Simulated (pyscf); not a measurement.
Thermochemistry of product channels of H₃C–Zn–Cl + HF on the singlet surface, in kcal/mol, from ωB97M-D3(BJ)/def2-TZVP energies (ideal gas, 1 atm, RRHO with modes under 100 cm⁻¹ raised to 100, one conformer, R ln 2 for chiral ones without a mode under 150 cm⁻¹). Structures and frequencies: ωB97X-D3(BJ)/def2-SVP in PySCF.

```json
[
 {"products": "H₃C–F + Cl–ZnH", "ΔE": "+17.7", "ΔH(298 K)": "+17.4", "ΔG(600 K)": "+17.4", "ΔG(900 K)": "+17.9"},
 {"products": "CH₄ + F–Zn–Cl", "ΔE": "-17.6", "ΔH(298 K)": "-16.7", "ΔG(600 K)": "-15.4", "ΔG(900 K)": "-14.5"},
 {"products": "F–CH₂–Zn–Cl + H₂", "ΔE": "+32.1", "ΔH(298 K)": "+28.8", "ΔG(600 K)": "+30.3", "ΔG(900 K)": "+30.6"},
 {"products": "H₃C–ZnH + F–Cl", "ΔE": "+103.3", "ΔH(298 K)": "+100.7", "ΔG(600 K)": "+100.0", "ΔG(900 K)": "+99.7"},
 {"products": "H₃C–Zn–F + HCl", "ΔE": "+13.1", "ΔH(298 K)": "+11.9", "ΔG(600 K)": "+11.7", "ΔG(900 K)": "+11.7"}
]
```

These are energies of the channels, which say nothing of barriers. Elements up to Kr have no core potential and no relativistic terms here.
